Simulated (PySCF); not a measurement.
How methods differ on the ionisation energy of Al

Al [Ne] 3s2 3p1 (2P) → Al+ [Ne] 3s2 (1S), as a difference of total energies. Calculation: PySCF 2.14, in cc-pVDZ-DK; scalar relativity by spin-free X2C-1e. Correlated levels: valence: [Ne] frozen. The calculations carry no spin-orbit coupling.

```json
{"method": "UHF", "ionisation energy (eV)": "5.574"}
{"method": "r2SCAN", "ionisation energy (eV)": "6.162"}
{"method": "B3LYP", "ionisation energy (eV)": "6.016"}
{"method": "MP2 (valence)", "ionisation energy (eV)": "5.725"}
{"method": "SCS-MP2 (valence)", "ionisation energy (eV)": "5.706"}
{"method": "CCSD (valence)", "ionisation energy (eV)": "5.808"}
{"method": "CCSD(T) (valence)", "ionisation energy (eV)": "5.826"}
```

Errors of the correlated levels include the incompleteness of this basis and the frozen core.

Q: Which method comes closest to the reference value, and which is furthest?

A: The reference is 5.977 eV (measured; NIST levels, between the centres of gravity of the two terms). Closest: B3LYP (error 0.039 eV); furthest: UHF (error -0.403 eV).
